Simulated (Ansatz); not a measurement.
# C3H3NO: one species, many methods

One table from this session's results is given with a row withheld; the runs are named, their logs left out.

Program: Ansatz 0.2.0, Gaussian basis. Level of theory: functionals in def2-TZVPP, the program's frozen cores in correlated methods. These are calculated values, not measurements.

Plan: LDA (SPW92), PBE-D4, revPBE-D4, BLYP-D4, r2SCAN-D4, B97M-V, PBE0-D4, B3LYP-D4, r2SCANh-D4, r2SCAN0-D4, HSE06-D4, BHLYP-D4, CAM-B3LYP-D4, LC-ωPBE, ωB97X-V, ωB97M-V, B2PLYP, PBE-QIDH; CCSD(T)/def2-SVP; CCSD(T)/def2-TZVPP; MP2/def2-QZVPP; extrapolation to the limit; RPA on PBE.

## Structure used throughout

The geometry comes from an earlier relaxation with PBE0-D4 in a triple-zeta def2 set; it is a stationary point, not always the lowest conformer.

SMILES `C=C1OC1=N`, 8 atoms, charge 0, spin multiplicity 1.

Atoms are counted from 1 here; the program's logs count them from 0.

Bond lengths: C1–C2 1.310 Å, C1–H6 1.081 Å, C1–H7 1.082 Å, C2–O3 1.406 Å, C2–C4 1.401 Å, O3–C4 1.378 Å, C4–N5 1.238 Å, N5–H8 1.016 Å. Angles: C2–C1–H6 119.6°, C2–C1–H7 120.9°, H6–C1–H7 119.6°, C1–C2–O3 138.0°, C1–C2–C4 163.2°, O3–C2–C4 58.8°, C2–O3–C4 60.4°, C2–C4–O3 60.8°, C2–C4–N5 164.7°, O3–C4–N5 134.5°, C4–N5–H8 111.2°.

Set-up of the first run:

Contents of in.yaml:

```yaml
crystal:
  periodic: [false, false, false]
  atoms:
    - {symbol: C, position_ang: [0.227033, 1.566694, 0.007318]}
    - {symbol: C, position_ang: [0.314956, 0.259700, 0.035377]}
    - {symbol: O, position_ang: [1.313789, -0.717005, 0.196119]}
    - {symbol: C, position_ang: [0.006280, -1.106614, 0.004752]}
    - {symbol: N, position_ang: [-0.571457, -2.199465, -0.069275]}
    - {symbol: H, position_ang: [-0.736181, 2.033641, -0.141756]}
    - {symbol: H, position_ang: [1.106437, 2.184963, 0.131734]}
    - {symbol: H, position_ang: [-1.568855, -2.079014, -0.220069]}
basis:
  gaussian: {orbitals: def2-TZVPP}
hamiltonian: {xc: lda}
output: {orbitals: {seedname: orbitals}}
```

Started as:

```console
ansatz run in.yaml --threads 2 --pin off --events-out ev --progress --plain --max-ram 4352MiB
```

Among the steps run: LDA; PBE-D4 (GGA); revPBE-D4 (GGA); BLYP-D4 (GGA); r2SCAN-D4 (meta-GGA); B97M-V (meta-GGA); B3LYP-D4 (hybrid); r2SCANh-D4 (hybrid); r2SCAN0-D4 (hybrid); HSE06-D4 (hybrid); BHLYP-D4 (hybrid); CAM-B3LYP-D4 (range-separated); LC-ωPBE (range-separated); ωB97X-V (range-separated); ωB97M-V (range-separated); B2PLYP (double hybrid); PBE-QIDH (double hybrid).

One table of the session follows, with a row left open; its other results are not shown here.

It belongs to the step «Orbital energies across the functionals». 

```
  functional  HOMO (eV)  gap (eV)
 LDA (SPW92)          ?         ?
      PBE-D4      -6.66      4.54
   revPBE-D4      -6.58      4.56
     BLYP-D4      -6.52      4.52
   r2SCAN-D4      -6.90      4.92
      B97M-V      -6.91      5.05
     PBE0-D4      -7.92      6.75
    B3LYP-D4      -7.69      6.28
  r2SCANh-D4      -7.38      5.75
  r2SCAN0-D4      -8.09      6.99
    HSE06-D4      -7.52      5.96
    BHLYP-D4      -9.06      8.95
CAM-B3LYP-D4      -9.30      9.26
     LC-ωPBE     -10.67     11.80
     ωB97X-V     -10.28     11.37
     ωB97M-V     -10.18     11.21
```

**Question.** Estimate the row for LDA (SPW92).

As computed: HOMO (eV): -6.86; gap (eV): 4.49. In the column «HOMO (eV)» it lies between r2SCAN-D4 (-6.90) and PBE-D4 (-6.66).
